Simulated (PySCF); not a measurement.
## Atomic charges against the basis set

Species: C₄H₇ClO.
Atom-mapped SMILES: `[CH3:1][CH:2]([CH3:3])[C:4](=[O:5])[Cl:6]` (hydrogens: H7, H8, H9 on C1; H10 on C2; H11, H12, H13 on C3)

PBE0 throughout (PySCF), one geometry, spherical d and f functions. One conformer (not necessarily the lowest) at the PBE0-D3(BJ)/def2-SVP geometry, without solvent, vibrations or thermal averaging. Atoms taken as equivalent share a column and are averaged.

Mulliken charges (e):

```
      basis  functions   C1/C3      C2      C4      O5     Cl6  H7 (×6)     H10
   pcSseg-0         72  -0.570  -0.585  +0.317  -0.374  -0.002   +0.248  +0.295
    cc-pVDZ        123  -0.034  -0.205  +0.118  -0.136  -0.112   +0.056  +0.065
aug-cc-pVDZ        205  +0.757  -0.354  +0.284  -0.458  -0.152   -0.107  -0.194
    cc-pVTZ        282  -0.281  -0.100  +0.221  -0.183  -0.154   +0.108  +0.130
   IGLO-III        289  -0.370  -0.074  +0.317  -0.370  -0.040   +0.128  +0.140
   pcSseg-2        321  -0.063  -0.068  +0.336  -0.298  -0.165   +0.044  +0.056
```

IAO charges (e):

```tsv
basis	functions	C1/C3	C2	C4	O5	Cl6	H7 (×6)	H10
pcSseg-0	72	-0.417	-0.164	+0.322	-0.298	-0.114	+0.153	+0.172
cc-pVDZ	123	-0.410	-0.138	+0.372	-0.328	-0.128	+0.147	+0.159
aug-cc-pVDZ	205	-0.421	-0.139	+0.384	-0.346	-0.127	+0.151	+0.163
cc-pVTZ	282	-0.424	-0.142	+0.385	-0.346	-0.125	+0.152	+0.163
IGLO-III	289	-0.424	-0.142	+0.382	-0.351	-0.117	+0.152	+0.163
pcSseg-2	321	-0.423	-0.142	+0.384	-0.349	-0.122	+0.152	+0.163
```

Hirshfeld charges (e):

```json
{"basis": "pcSseg-0", "functions": "72", "C1/C3": "-0.103", "C2": "-0.007", "C4": "+0.188", "O5": "-0.176", "Cl6": "-0.074", "H7 (×6)": "+0.039", "H10": "+0.038"}
{"basis": "cc-pVDZ", "functions": "123", "C1/C3": "-0.108", "C2": "-0.018", "C4": "+0.190", "O5": "-0.175", "Cl6": "-0.081", "H7 (×6)": "+0.042", "H10": "+0.046"}
{"basis": "aug-cc-pVDZ", "functions": "205", "C1/C3": "-0.121", "C2": "-0.036", "C4": "+0.184", "O5": "-0.190", "Cl6": "-0.053", "H7 (×6)": "+0.047", "H10": "+0.053"}
{"basis": "cc-pVTZ", "functions": "282", "C1/C3": "-0.117", "C2": "-0.028", "C4": "+0.189", "O5": "-0.188", "Cl6": "-0.066", "H7 (×6)": "+0.046", "H10": "+0.051"}
{"basis": "IGLO-III", "functions": "289", "C1/C3": "-0.121", "C2": "-0.036", "C4": "+0.181", "O5": "-0.196", "Cl6": "-0.039", "H7 (×6)": "+0.047", "H10": "+0.051"}
{"basis": "pcSseg-2", "functions": "321", "C1/C3": "-0.121", "C2": "-0.034", "C4": "+0.187", "O5": "-0.193", "Cl6": "-0.055", "H7 (×6)": "+0.047", "H10": "+0.052"}
```

Some averages cover members that differ in this geometry, most widely: H7 (×6), Mulliken in aug-cc-pVDZ -0.155 to -0.049; C1/C3, Mulliken in aug-cc-pVDZ +0.735 to +0.778; C1/C3, Mulliken in IGLO-III -0.390 to -0.351 e.

Task: Which scheme is steadiest as the basis changes?

Result: Largest range over the bases for any column: Hirshfeld 0.04 e, IAO 0.06 e, Mulliken 1.33 e. Hirshfeld charges move least and Mulliken charges most, counted in e.

Task: How much do the charges still move between the two largest bases, IGLO-III and pcSseg-2?

Result: At most, over all atoms: Mulliken 0.316 e, IAO 0.005 e, Hirshfeld 0.016 e.

Task: What do the same runs give for the total energy, the frontier levels and the dipole moment?

Result: 
```json
{"basis": "pcSseg-0", "energy (Eh)": "-690.5869", "HOMO (eV)": "-8.58", "LUMO (eV)": "-1.15", "μ (D)": "3.17"}
{"basis": "cc-pVDZ", "energy (Eh)": "-691.6759", "HOMO (eV)": "-8.24", "LUMO (eV)": "-0.75", "μ (D)": "2.85"}
{"basis": "aug-cc-pVDZ", "energy (Eh)": "-691.6930", "HOMO (eV)": "-8.43", "LUMO (eV)": "-1.06", "μ (D)": "2.99"}
{"basis": "cc-pVTZ", "energy (Eh)": "-691.7579", "HOMO (eV)": "-8.37", "LUMO (eV)": "-0.93", "μ (D)": "2.91"}
{"basis": "IGLO-III", "energy (Eh)": "-691.7592", "HOMO (eV)": "-8.39", "LUMO (eV)": "-1.00", "μ (D)": "2.90"}
{"basis": "pcSseg-2", "energy (Eh)": "-691.7669", "HOMO (eV)": "-8.44", "LUMO (eV)": "-1.04", "μ (D)": "3.03"}
```

The dipole is fixed by the density alone, so its range of 0.32 D shows that the density itself changes with the basis, not only its division among atoms.
